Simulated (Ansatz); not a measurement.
Mulliken charges of `C=C=C(C)Cl` from r2SCAN/def2-TZVPP in Ansatz (PBE0-D4/def2-TZVP geometry).

| atom | x (Å) | y (Å) | z (Å) | charge (e) |
| --- | --- | --- | --- | --- |
| C1 | -1.146 | 1.705 | -0.483 | -0.166 |
| C2 | -0.254 | 0.770 | -0.351 | 0.107 |
| C3 | 0.625 | -0.177 | -0.206 | -0.087 |
| C4 | 0.470 | -1.396 | 0.636 | -0.117 |
| Cl5 | 2.146 | -0.059 | -1.055 | -0.132 |
| H6 | -1.165 | 2.566 | 0.180 | 0.104 |
| H7 | -1.900 | 1.662 | -1.264 | 0.104 |
| H8 | 0.555 | -2.296 | 0.022 | 0.065 |
| H9 | 1.254 | -1.435 | 1.396 | 0.065 |
| H10 | -0.503 | -1.392 | 1.128 | 0.057 |

By hand: the dipole of these point charges (1 e Å = 4.8032 D).

Σ q r = (-0.459, 0.104, 0.169) e Å, of length 0.500 e Å = 2.40 D.

How does the dipole of the full density compare? (Best estimate.)

Computed: (-0.302, -0.054, 0.188) e Å, 1.73 D; the point charges give 1.39 times that, at 24° from its direction.

Point charges leave out the atoms' own dipoles, such as those of lone pairs, and Mulliken's split depends on the basis, so the two needn't agree.
